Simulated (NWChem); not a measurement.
# Spin states of dimethylamine (C2H7N)

```xyz
10

C      0.0184     0.2167    -1.2073
N     -0.1400    -0.5514     0.0000
C      0.0184     0.2167     1.2073
H      0.9861     0.7624    -1.2886
H     -0.7815     0.9733    -1.2786
H     -0.0754    -0.4361    -2.0886
H      0.5011    -1.3400     0.0000
H      0.9861     0.7624     1.2886
H     -0.0754    -0.4361     2.0886
H     -0.7815     0.9733     1.2786
```
Charge 0, spin multiplicity 1.

Everything below was run with NWChem. The geometry was optimised at PBE0/def2-SVP, a minimum by its harmonic frequencies.

Basis set: def2-SVP. The gap is E(triplet) − E(singlet) at the geometry of the singlet, so a negative value puts the higher spin lower. Open shells are unrestricted, coupled cluster uses restricted open-shell references, and the singlet is the closed-shell solution. The triplet is the single determinant that the SCF runs reached, with unpaired electrons in orbitals of symmetry a' and a' (Cs labels); it need not be the lowest triplet, which in molecules with degenerate π orbitals can need several determinants.

Relative cost: rough, from shared machines, SCF included, PBE = 1.

The correlated methods keep 3 core orbitals frozen. B3LYP has NWChem's definition, with VWN1-RPA local correlation. The stability of the SCF solutions was not checked. Open-shell Hartree-Fock references start from PBE0 orbitals; any time given for them includes that run. No row is a measurement; the coupled-cluster row has its own basis-set and correlation limits.

```csv
method,vertical singlet-triplet gap (kcal/mol),relative cost,remark
PBE,136.9,1,-
B3LYP,[?],under 3,-
BHandHLYP,147.3,under 3,-
HF,140.0,under 3,-
B2PLYP,147.4,under 3,-
MP2,156.4,under 3,-
TPSS,141.1,under 3,-
CCSD(T),[?],20,large amplitudes
CR-CCSD(T),151.2,30,large amplitudes
```

Fill in the missing entries.


- B3LYP, vertical singlet-triplet gap (kcal/mol): 142.2
- CCSD(T), vertical singlet-triplet gap (kcal/mol): 150.6
